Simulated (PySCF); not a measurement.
## Vertical excitation energies

Species: 4-methylthiazole, C₄H₅NS.
InChI=1S/C4H5NS/c1-4-2-6-3-5-4/h2-3H,1H3

Computed with TDDFT PBE0/def2-SVPD, vertical, gas phase, core orbitals frozen in the response in PySCF 2.14.0, density-fitted response routines. Geometry: GFN2-xTB; no solvent, vibrations or thermal averaging.

Problem. List the vertical singlet excitations with oscillator strengths and describe the spectrum.

Solution. 

```csv
state,E (eV),λ (nm),ν̃ (cm⁻¹),f,symmetry,"main configurations (H = HOMO, L = LUMO)"
S1,5.43,228.3,43810,0.0002,–,H-1→L (99%)
S2,5.58,222.3,44980,0.069,A′,H→L (92%)
S3,5.87,211.2,47350,0.0010,–,H→L+1 (96%)
S4,6.48,191.4,52250,0.032,A′,"H-2→L (77%), H→L+3 (10%)"
S5,6.77,183.2,54580,0.0045,A″,H→L+2 (93%)
S6,6.91,179.5,55710,0.0021,A″,H-2→L+1 (92%)
S7,6.99,177.5,56350,0.025,A′,"H-1→L+1 (70%), H→L+3 (25%)"
S8,7.12,174.2,57420,0.0024,A″,H→L+4 (94%)
```

Triplets (Tamm–Dancoff): T1 3.80 eV, H→L (93%); T2 4.90 eV, H-1→L (92%); T3 5.06 eV, H-2→L (94%).

The lowest singlet comes at 228 nm (524 kJ/mol) in the ultraviolet; it is dark (f under 0.0005); its leading configuration is HOMO-1→LUMO (99%). The strongest level in the table is S2 at 5.58 eV (222 nm, f = 0.069). Löwdin shares by element: HOMO carbon 66% or more, sulfur 16% (atoms not listed hold the other 18%); LUMO carbon 43% or more, sulfur 24%, nitrogen 16% (atoms not listed hold the other 17%). Orbital energies (eV): HOMO-3 -10.26, HOMO-2 -8.24, HOMO-1 -7.94, HOMO -7.06, LUMO -0.74, LUMO+1 0.21, LUMO+2 0.90. Weighted by f, the mean energy of these states is 6.14 eV. The listed states span 1.69 eV, and the widest gap between neighbours is 0.61 eV (S3 to S4). Symmetry labels in Cs follow from the direction of the transition dipole and are given only for states with f of 0.002 or more. Only the lowest 8 singlets were computed, as vertical energies without vibronic structure.
